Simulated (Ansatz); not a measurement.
1T (CdI2-type) CdI2 was calculated with PBE-D3(BJ) in Ansatz (PAW).

Numerical settings: plane-wave cutoff 520 eV, 12×12×6 k mesh (along the axes of the cell as run), Fermi–Dirac smearing 0.01 eV, scalar-relativistic PAW data made under PBE.

Starting structure:

```
CELL_PARAMETERS angstrom
      4.24000     0.00000     0.00000
     -2.12000     3.67195     0.00000
      0.00000     0.00000     6.86000
ATOMIC_POSITIONS crystal
  Cd 0.00000 0.00000 0.00000
  I  0.33333 0.66667 0.24900
  I  0.66667 0.33333 0.75100
```

Problem. Into what structure does the relaxation of cell and atoms lead at this level, with the symmetry of the start kept?

Solution. The volume drops by 0.4 %; final space group P-3m1.
```
CELL_PARAMETERS angstrom
      4.24234     0.00000     0.00000
     -2.12117     3.67397     0.00000
      0.00000     0.00000     6.82503
ATOMIC_POSITIONS crystal
  Cd 0.00000 0.00000 0.00000
  I  0.33333 0.66667 0.25347
  I  0.66667 0.33333 0.74653
```

Ansatz is a program for electronic structure.
